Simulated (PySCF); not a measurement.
# Borinic Acid (BH₃O): electronic excitations and core binding energies

What electronic excitations and core binding energies should Borinic Acid (BH₃O) (`BO`) show?

Programs: PySCF 2.14.0, with density-fitted response routines of our own. Each step states its level of theory. These are calculated values for one molecule in the gas phase, unless marked as measured. Atoms are numbered from 0 throughout.

## Step 1: Starting geometry

5 atoms, charge 0, multiplicity 1; geometry from: GFN2-xTB.

Bonds of the start (Å): B0–O1 1.33, B0–H2 1.17, B0–H3 1.18, O1–H4 0.96.

## Step 2: Ultraviolet spectrum: wB97X-D/def2-SVPD

Job settings and geometry (Å):

```
{"job": {"kind": "uv", "xc": "wB97X-D", "basis": "def2-SVPD", "nstates": 8, "ntriplets": 3}, "charge": 0, "multiplicity": 1}
B     -0.418389     0.012439    -0.012825
O      0.802369    -0.468141    -0.201866
H     -1.298095    -0.673152    -0.372501
H     -0.620539     1.063010     0.487521
H      1.543276     0.068697     0.082485
```

Method: TDDFT wB97X-D/def2-SVPD, vertical, gas phase, core orbitals frozen in the response.

**Question.** This job is followed by: delta-SCF UKS SCAN, pcX-2 on the ionised atom, pcseg-1 elsewhere, spin-free X2C. Predict these results of the whole session: lowest singlet (wB97X-D/def2-SVPD); brightest single state of those computed; lowest triplet; B1s binding energies, SCAN/pcX-2; O1s binding energies, SCAN/pcX-2.

**Answer**, as computed:

```
                                quantity                        value
      lowest singlet (wB97X-D/def2-SVPD)  6.60 eV (188 nm), f = 0.000
brightest single state of those computed  state 6, 9.77 eV, f = 0.152
                          lowest triplet                      6.04 eV
        B1s binding energies, SCAN/pcX-2                 B0 197.10 eV
        O1s binding energies, SCAN/pcX-2                 O1 539.89 eV
```

In words: The first singlet state (HOMO→LUMO 0.98) lies at 6.60 eV and is dark; of the 8 states computed, the strongest absorption comes from state 6 at 9.77 eV (the last state computed is bright too, and its partners may lie past the list). The lowest triplet lies 0.56 eV below the lowest singlet (triplets in Tamm-Dancoff, singlets in full TDDFT).
